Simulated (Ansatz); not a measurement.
Born–Oppenheimer molecular dynamics of CH₅BO (8 atoms, charge 0, multiplicity 1). It starts from a relaxed structure.

Level of theory: RKS B3LYP-D4/def2-SVPD in Ansatz.

| Quantity | Value |
| --- | --- |
| ensemble | NVE (velocity Verlet) |
| time step | 0.25 fs |
| steps asked | 300 |
| starting velocities drawn for | 3000 K |
| seed | 208807 |

Frames 0.25 fs apart, positions in Å.

Velocities at 50 fs (Å/ps):

```
B -13.85 -13.42 26.86
C -4.27 2.49 -1.89
H 6.62 18.22 4.97
H -48.47 38.51 -48.32
H 58.15 -12.86 30.00
O 13.89 2.26 -17.98
H -61.53 17.23 21.40
H 24.19 17.34 11.81
```

```xyz
8
Properties=species:S:1:pos:R:3 time_fs=50 energy_less_start_eV=0.400 T=2486
B -0.079 -0.191 -0.023
C 0.026 -0.027 1.501
H -0.567 0.721 2.105
H -0.119 -1.001 2.088
H 1.075 0.177 1.784
O 0.921 -0.339 -0.885
H 1.853 -0.258 -0.644
H -1.079 -0.194 -0.511
8
Properties=species:S:1:pos:R:3 time_fs=50.25 energy_less_start_eV=0.397 T=2489
B -0.083 -0.194 -0.016
C 0.025 -0.026 1.501
H -0.565 0.725 2.106
H -0.132 -0.991 2.075
H 1.089 0.173 1.792
O 0.924 -0.339 -0.889
H 1.837 -0.253 -0.639
H -1.074 -0.190 -0.508
8
Properties=species:S:1:pos:R:3 time_fs=50.5 energy_less_start_eV=0.422 T=2458
B -0.086 -0.197 -0.009
C 0.024 -0.025 1.500
H -0.563 0.729 2.106
H -0.144 -0.981 2.062
H 1.104 0.170 1.799
O 0.928 -0.338 -0.894
H 1.822 -0.249 -0.633
H -1.070 -0.186 -0.507
8
Properties=species:S:1:pos:R:3 time_fs=50.75 energy_less_start_eV=0.469 T=2398
B -0.089 -0.201 -0.002
C 0.023 -0.025 1.500
H -0.561 0.733 2.106
H -0.157 -0.971 2.049
H 1.118 0.167 1.806
O 0.931 -0.338 -0.898
H 1.808 -0.245 -0.627
H -1.068 -0.182 -0.506
8
Properties=species:S:1:pos:R:3 time_fs=51 energy_less_start_eV=0.532 T=2318
B -0.093 -0.204 0.004
C 0.022 -0.024 1.500
H -0.559 0.736 2.105
H -0.169 -0.961 2.036
H 1.131 0.164 1.813
O 0.935 -0.337 -0.903
H 1.795 -0.240 -0.620
H -1.068 -0.178 -0.505
8
Properties=species:S:1:pos:R:3 time_fs=51.25 energy_less_start_eV=0.602 T=2227
B -0.096 -0.207 0.011
C 0.021 -0.024 1.501
H -0.557 0.740 2.103
H -0.182 -0.951 2.023
H 1.143 0.161 1.820
O 0.938 -0.337 -0.908
H 1.784 -0.236 -0.612
H -1.070 -0.174 -0.506
8
Properties=species:S:1:pos:R:3 time_fs=51.5 energy_less_start_eV=0.672 T=2138
B -0.099 -0.211 0.018
C 0.021 -0.023 1.501
H -0.555 0.742 2.101
H -0.195 -0.941 2.009
H 1.155 0.158 1.827
O 0.941 -0.336 -0.912
H 1.775 -0.231 -0.604
H -1.073 -0.170 -0.508
8
Properties=species:S:1:pos:R:3 time_fs=51.75 energy_less_start_eV=0.733 T=2059
B -0.102 -0.214 0.024
C 0.021 -0.022 1.502
H -0.553 0.745 2.098
H -0.208 -0.933 1.996
H 1.165 0.154 1.833
O 0.944 -0.336 -0.917
H 1.769 -0.226 -0.594
H -1.078 -0.166 -0.510
8
Properties=species:S:1:pos:R:3 time_fs=52 energy_less_start_eV=0.780 T=1999
B -0.104 -0.217 0.031
C 0.021 -0.021 1.502
H -0.551 0.747 2.095
H -0.222 -0.925 1.984
H 1.174 0.151 1.838
O 0.947 -0.335 -0.922
H 1.766 -0.221 -0.584
H -1.085 -0.163 -0.513
8
Properties=species:S:1:pos:R:3 time_fs=52.25 energy_less_start_eV=0.812 T=1958
B -0.107 -0.220 0.037
C 0.021 -0.020 1.503
H -0.548 0.749 2.091
H -0.236 -0.918 1.972
H 1.182 0.147 1.844
O 0.949 -0.335 -0.926
H 1.765 -0.215 -0.572
H -1.092 -0.160 -0.516
8
Properties=species:S:1:pos:R:3 time_fs=52.5 energy_less_start_eV=0.831 T=1933
B -0.109 -0.223 0.043
C 0.021 -0.019 1.504
H -0.546 0.751 2.086
H -0.250 -0.912 1.960
H 1.188 0.143 1.849
O 0.951 -0.334 -0.931
H 1.766 -0.210 -0.559
H -1.101 -0.156 -0.520
8
Properties=species:S:1:pos:R:3 time_fs=52.75 energy_less_start_eV=0.840 T=1920
B -0.111 -0.226 0.049
C 0.021 -0.018 1.505
H -0.543 0.753 2.081
H -0.265 -0.908 1.950
H 1.193 0.139 1.853
O 0.954 -0.334 -0.936
H 1.770 -0.204 -0.545
H -1.111 -0.153 -0.525
```

Of the whole run (75 fs, mean temperature of the second half 1567 K): The conserved energy stayed within 0.67 meV per atom of its start (net change 0.44 meV per atom), so the integration is sound. Over the second half the temperature averaged 0.52 of the 3000 K drawn at the start: a run that starts near a minimum puts about half its kinetic energy into the potential. A run of 0.075 ps of so small a system gives no equilibrium averages.

Run time: 6.2 min on 2 threads of Arm Neoverse V2, on a shared host, peak memory 0.2 GiB.
